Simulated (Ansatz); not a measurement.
# How methods differ on NH2 (SMILES [NH2])

NH2: 3 atoms, total charge 0, spin state doublet. SMILES: `[NH2]`. The coordinates come from a PBE0-D4/def2-TZVP relaxation. The run starts from this shape.

| atom | x (Å) | y (Å) | z (Å) |
| --- | --- | --- | --- |
| N | 0.3371 | -0.2000 | 0.1662 |
| H | 0.1308 | 0.8059 | 0.1594 |
| H | -0.4678 | -0.6059 | -0.3256 |

Quantity: the adiabatic ionisation energy (to the singlet cation, no zero-point term), in eV. The values are calculated.

```tsv
level	kind	program	value (eV)	less CCSD(T)/def2-TZVP	CPU time (all runs)
UPBE-D3(BJ)/def2-TZVP	GGA	Ansatz	11.91	+0.55	10 s
U-r2SCAN/def2-TZVP	meta-GGA	Ansatz	11.73	+0.37	20 s
UB3LYP-D4/def2-TZVP	global hybrid	Ansatz	11.96	+0.60	9.6 s
U-wB97X-V/def2-TZVP	range-separated hybrid	Ansatz	11.91	+0.55	37 s
UCCSD(T)/def2-TZVP	coupled cluster or CI	Ansatz	11.36	0.00	58 s
```

Differences are taken from UCCSD(T)/def2-TZVP for orientation; it has basis-set and higher-order errors of its own. The values span 11.36 to 11.96 eV. Spin contamination of the reference (⟨S²⟩ at least 0.1 too high) touches UPBE-D3(BJ)/def2-TZVP, U-r2SCAN/def2-TZVP, UB3LYP-D4/def2-TZVP, U-wB97X-V/def2-TZVP, UCCSD(T)/def2-TZVP. Times are those of the runs behind each value, whatever else they computed, on shared processors of several kinds: orders of magnitude only.
